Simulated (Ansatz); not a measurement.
```yaml
crystal:
  periodic: [false, false, false]
  atoms:
    - {symbol: Al, position_ang: [-2.840660, -0.157063, 0.000000]}
    - {symbol: Ga, position_ang: [-0.580760, 0.192937, 0.000000]}
    - {symbol: Ga, position_ang: [1.688440, -0.157063, 0.000000]}
    - {symbol: H, position_ang: [-0.580760, 1.722937, 0.000000]}
basis:
  gaussian: {orbitals: def2-TZVP}
hamiltonian: {xc: pbe0}
relax: {f_tol: 0.004, max_steps: 80}
```

```sh
$ ansatz run in.yaml --threads 1 --pin off --events-out ev --progress --plain --max-ram 2176MiB
```

Steps of the relaxation (energy above the last step; positions in Å, forces in eV/Å):

```
4
step 1, 860.7 meV
Al   -2.841   -0.157    0.000   -1.403   -0.264   -0.010
Ga   -0.581    0.193    0.000    0.066   -0.757    0.025
Ga    1.688   -0.157    0.000    1.345   -0.259   -0.010
H    -0.581    1.723    0.000   -0.008    1.280   -0.005
```

```
4
step 2, 501.4 meV
Al   -2.935   -0.197   -0.002   -1.551   -0.275   -0.017
Ga   -0.579    0.203    0.005    0.056    0.143    0.042
Ga    1.785   -0.200   -0.002    1.493   -0.264   -0.017
H    -0.585    1.796   -0.001    0.001    0.396   -0.008
```

```
4
step 3, 61.3 meV
Al   -3.122   -0.247   -0.006   -0.510   -0.087   -0.002
Ga   -0.576    0.214    0.014   -0.005    0.536   -0.002
Ga    1.970   -0.251   -0.006    0.507   -0.084   -0.002
H    -0.587    1.885   -0.003    0.008   -0.364    0.005
```

```
4
step 10, 0.0 meV
Al   -3.172   -0.398   -0.001    0.003    0.001    0.001
Ga   -0.590    0.377    0.002    0.000    0.004   -0.001
Ga    2.002   -0.378   -0.001   -0.001    0.000    0.000
H    -0.554    2.001    0.000   -0.001   -0.006    0.000
```

```
4
step 11, 0.0 meV
Al   -3.172   -0.396    0.000    0.000    0.000    0.000
Ga   -0.589    0.375   -0.001    0.000    0.000    0.001
Ga    2.003   -0.377    0.000    0.000    0.000    0.000
H    -0.555    2.000    0.001    0.000    0.000    0.000
```

Close pairs at the end: Ga2–H4 1.625 Å, Al1–Ga2 2.695 Å, Ga2–Ga3 2.699 Å.

A stationary point of restricted PBE0 after 11 steps (its stability towards spin polarisation wasn't tested); no frequencies were run, so it isn't proven a minimum. 58 s on 1 thread of Intel Xeon 6975P-C, shared host.
